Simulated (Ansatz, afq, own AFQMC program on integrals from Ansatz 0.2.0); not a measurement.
Atomization energy of SiH3O, doublet, worked out

```xyz
5

Si    0.0041    0.0000    0.5327
O    -0.0220    0.0000   -1.1244
H     1.4763   -0.0001    0.7831
H    -0.6202    1.2180    1.1100
H    -0.6204   -1.2179    1.1100
```

Connectivity, by distances: SiH3–O.

Basis cc-pVDZ. Only valence electrons are correlated. AFQMC by an in-house program on the Cholesky factors that Ansatz 0.2.0 writes for its CCSD(T) run. The CISD trial takes its coefficients from CCSD amplitudes. Released means that phaseless walkers are propagated on without the constraint, phases kept. Error bars are statistical, one sigma.

Total energies in eV. CBS is CCSD(T) at the limit of def2-TZVPP/QZVPP (extrapolated itself); the highest rung of each member is named.

```csv
member,count,CCSD(T)/cc-pVDZ,highest rung in cc-pVDZ,which,CCSD(T)/CBS
Si (triplet),+1,-7861.7800,-7861.7922,FCI,-7862.5000
O (triplet),+1,-2038.4036,-2038.4088,FCI,-2040.9924
H (doublet),+3,-13.5861,-13.5861,FCI,-13.6059
"SiH₃O, doublet",-1,-9953.8519,-9953.8894,CCSDT(Q),-9958.9299
```

Question: Work out the best estimate of the atomization energy: the CCSD(T)/CBS difference plus the step from CCSD(T) to the highest rung.

Answer: Sums with the counts: CCSD(T)/CBS 14.6198 eV, highest rung 12.9301 eV, CCSD(T)/cc-pVDZ 12.9100 eV. The step is 12.9301 − 12.9100 = 0.0201 eV, so the best estimate is 14.6198 + (0.0201) = 14.6399 eV = 1412.5 kJ/mol. The basis set is worth 1.710 eV of it. Zero-point, core-correlation and spin–orbit terms aren't in it. Past Ne the Hartree–Fock part of each CBS total tends to overshoot, since the cores don't follow the formula; that largely cancels in the difference.

Best estimates are given only where the step beyond CCSD(T) is under 0.3 eV and no member's determinant is very poor (T1 over 0.05, or 0.07 for open shells, ⟨S²⟩ too high by 0.3, two states mixed), so the hardest cases are missing from such tables.

CCSDT and higher add their correlation energy to the determinant of the CCSD(T) run, since their own runs factorise the integrals more tightly (a shift of under 2 meV). Each member of a difference takes its own highest rung, so a best estimate needn't equal the limit plus the step of one row.
